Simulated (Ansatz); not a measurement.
C3H8N2, SMILES `C/N=C(\C)N`. The species carries charge 0 and has multiplicity 1.

Cartesian coordinates in Å:
```
C -0.841 1.612 0.292
N -0.406 0.767 -0.790
C 0.143 -0.343 -0.509
C 0.421 -0.854 0.877
N 0.472 -1.204 -1.530
H -1.243 2.540 -0.117
H -1.636 1.150 0.895
H -0.028 1.882 0.981
H -0.514 -0.951 1.433
H 0.913 -1.827 0.869
H 1.047 -0.146 1.424
H 0.432 -0.789 -2.448
H 1.239 -1.836 -1.378
```

Give the diagnostics of a CCSD(T)/def2-TZVPP run (frozen core, the Gaussian-basis code of Ansatz). (Estimate.)

Computed: T1 = 0.0121, largest single amplitude 0.025, largest double 0.043, (T) share of the correlation energy 4.1 %, 9 CCSD cycles. The RHF solution is stable towards an unrestricted one. T1 lies under the customary mark of 0.02 for closed shells.
